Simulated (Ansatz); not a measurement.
# Re (model structure, started from the simple cubic type, Pm-3m, No. 221, 1 atom in the cell): lattice constant a by level of theory

No measured value is used here.

```tsv
level (code)	value (Å)
PBE (Ansatz)	2.579
PBEsol (Ansatz)	(withheld)
PBE-D3(BJ) (Ansatz)	2.562
r²SCAN (Ansatz)	2.563
```

### Question
Complete the blanks.

### Answer

- PBEsol (Ansatz, a quantum-chemistry and plane-wave program), value (Å): 2.553

Density-functional levels without +SOC have no spin–orbit coupling. Ansatz's density-functional and Hartree–Fock values are scalar-relativistic unless marked +SOC, with PAW data made under PBE.

A model structure was made by putting elements into a prototype or built by hand; it is no filed structure, need not be a known phase, and can be a saddle point held by its symmetry.
